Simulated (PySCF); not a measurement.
**How methods differ on the ionisation energy of P**

P [Ne] 3s2 3p3 (4S) → P+ [Ne] 3s2 3p2 (3P), as a difference of total energies. All numbers are calculated (PySCF 2.14, no relativity, point nucleus, in aug-cc-pV(T+d)Z (6s5p4d2f, 55 functions)). Correlated levels: valence: [Ne] frozen. The calculations carry no spin-orbit coupling.

| method | ionisation energy (eV) | error (eV) |
| --- | --- | --- |
| UHF | 9.911 | -0.615 |
| LDA | 10.585 | +0.059 |
| PBE | 10.495 | -0.031 |
| PBE0 | 10.535 | +0.009 |
| r2SCAN | 10.643 | +0.117 |
| revPBE | 10.467 | -0.059 |
| TPSS | 10.507 | -0.019 |
| CAM-B3LYP | 10.392 | -0.134 |
| r2SCAN0 | 10.625 | +0.099 |
| MP2 (valence) | 10.497 | -0.029 |
| SCS-MP2 (valence) | 10.319 | -0.207 |

Reference: 10.526 eV (measured; NIST levels, between the centres of gravity of the two terms).

Errors of the correlated levels include the incompleteness of this basis and the frozen core.
